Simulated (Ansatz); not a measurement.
This script drives Ansatz 0.2.0, Python API.

The script, `run_relaxed_scan.py`:
```python
"""One bond of C2H2S(-) held at set lengths while the rest relaxes."""

import ansatz as az
import numpy as np

SETTINGS = {
    "basis_set": "def2-SVP",
    "xc": "pbe0",
    "net_charge": -1,
}


def main() -> None:
    molecule = (
        az.Crystal.molecule()
        .atom("C", (-0.5811, -0.0334, 0.0488))
        .atom("C", (0.5951, -0.6357, 0.1523))
        .atom("S", (2.1207, 0.2487, -0.2162))
        .atom("H", (-0.6492, 1.002, -0.2594))
        .atom("H", (-1.4855, -0.5816, 0.2745))
    )

    job = (
        molecule.calculation()
        .basis(gaussian=SETTINGS["basis_set"])  # the orbital basis, by name
        .functional(SETTINGS["xc"])
        .charge(SETTINGS["net_charge"])
        .spin("collinear", total=1)
        .scf(lower_state_search="standard")
    )
    symbols = [site.symbol for site in molecule.cartesian_sites]
    pairs = [(0, 1), (0, 3), (0, 4), (1, 2)]
    print("held (A)   E (eV)        ", "  ".join(f"{symbols[i]}{i}-{symbols[j]}{j}" for i, j in pairs))
    for length in [1.66, 1.8, 1.95, 2.16, 2.43]:
        summary = job.relax(constraints=[az.DistanceConstraint((1, 2), at=length)], force_tolerance=0.02, max_steps=60).run(threads=1).report
        xyz = np.array(summary["positions_ang"])
        print(f"{length:6.2f} {summary['free_energy_ev']:14.5f}  ", "  ".join(f"{np.linalg.norm(xyz[i] - xyz[j]):.3f}" for i, j in pairs))


if __name__ == "__main__":
    main()
```

It is started by `python run_relaxed_scan.py`. How long does it take on 1 thread of Arm Neoverse V1, with other jobs on the host, and how much memory does it need?

It took about 91 s, with a peak of 0.21 GiB, for 5 runs of the engine.

Output of `python run_relaxed_scan.py`:
```text
held (A)   E (eV)         C0-C1  C0-H3  C0-H4  C1-S2
DeckWarning: relax.constraints: the input's atoms, or those drawn, lie off the distances that are held; a relaxation that starts there is brought onto them ahead of its first SCF, by positions alone, an atom by 7.08e-2 Å at the most. With the symmetry [...]
  1.66   -12929.22059   1.343  1.109  1.101  1.660
  1.80   -12928.96816   1.339  1.106  1.102  1.800
  1.95   -12928.39914   1.336  1.103  1.102  1.950
  2.16   -12927.50197   1.332  1.101  1.103  2.160
  2.43   -12926.61683   1.337  1.097  1.105  2.430
```
(Warnings from the package without file and line, shortened, repeats left out.)

What to keep in mind:
- The settings weren't tested for convergence.
- The energies are electronic: no zero-point or thermal terms, and the basis set is short of its limit.
- The species is open-shell (spin multiplicity 2).
- For an odd-electron ion, approximate functionals spread the charge over both fragments and lower the stretched end too much.
- Anions want diffuse functions, which this basis lacks.

(Lines on the test bed's own set-up are left out of the output.)
